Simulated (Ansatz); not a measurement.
# [H···H···CH$_{2}$], triplet along the distance H1-H2

All five atoms lie in one plane.

Starting geometry:

```yaml
atoms:
  - { symbol: H, position_ang: [-1.9595, 0.0000, 0.0000] }
  - { symbol: H, position_ang: [-1.2145, 0.0000, 0.0000] }
  - { symbol: C, position_ang: [0.1685, 0.0000, 0.0000] }
  - { symbol: H, position_ang: [0.5830, 0.0000, 0.9962] }
  - { symbol: H, position_ang: [0.5830, 0.0000, -0.9962] }
```

From there H2 is moved from one fragment to the other while all else, the fragments' distance too, stays fixed; atoms are numbered as listed. Energies are in kcal/mol, counted from the starting geometry at the same level.

Basis cc-pVDZ; Ansatz 0.2.0. Correlated methods freeze the noble-gas cores. Prefix R: restricted or restricted open-shell reference; prefix U: unrestricted.

For open shells CISD and CISDTQ are restricted-active-space CI with the open shells as a complete middle space.

Full CI is exact within this basis and frozen core; it isn't the basis-set limit. The frozen core follows each run's orbitals, which can shift R against U totals by a few meV.

| distance H1-H2 (Å) | full CI | unpaired electrons (full CI) | error RCCSD(T) | error RCCSDT | error UCCSDT | error CISDTQ | error RCCSDT(Q) | error UCCSDTQ |
| --- | --- | --- | --- | --- | --- | --- | --- | --- |
| 0.693 | 3.6 | 2.02 | 0.0 | 0.0 | 0.0 | 0.0 | 0.0 | 0.0 |
| 0.745 | 0.0 | 2.03 | 0.0 | 0.0 | 0.0 | 0.0 | 0.0 | 0.0 |
| 0.787 | -1.8 | 2.03 | 0.0 | 0.0 | 0.0 | 0.0 | 0.0 | 0.0 |
| 0.829 | -3.2 | 2.03 | 0.0 | 0.0 | 0.0 | 0.0 | 0.0 | 0.0 |
| 0.871 | -4.2 | 2.03 | 0.0 | 0.0 | 0.0 | 0.0 | 0.0 | 0.0 |
| 0.912 | -5.1 | 2.03 | 0.0 | 0.0 | 0.0 | 0.0 | 0.0 | 0.0 |
| 0.954 | -5.7 | 2.03 | 0.0 | 0.0 | 0.0 | 0.0 | 0.0 | 0.0 |
| 0.996 | -6.0 | 2.03 | 0.0 | 0.0 | 0.0 | 0.0 | 0.0 | 0.0 |
| 1.038 | -5.5 | 2.03 | 0.0 | 0.0 | 0.0 | 0.0 | 0.0 | 0.0 |

Unpaired electrons are Σ n²(2−n)² over natural occupations. Errors are those of relative energies. In total energy the starting point itself misses full CI by: RCCSD(T) 0.4, RCCSDT 0.1, UCCSDT 0.1, CISDTQ 0.1, RCCSDT(Q) 0.0, UCCSDTQ 0.0 kcal/mol.

Spread of the error over the points with a reference, to 1.038 Å (largest less smallest): RCCSDT(Q) 0.0, UCCSDTQ 0.0, CISDTQ 0.0, UCCSDT 0.0, RCCSDT 0.0, RCCSD(T) 0.0 kcal/mol.
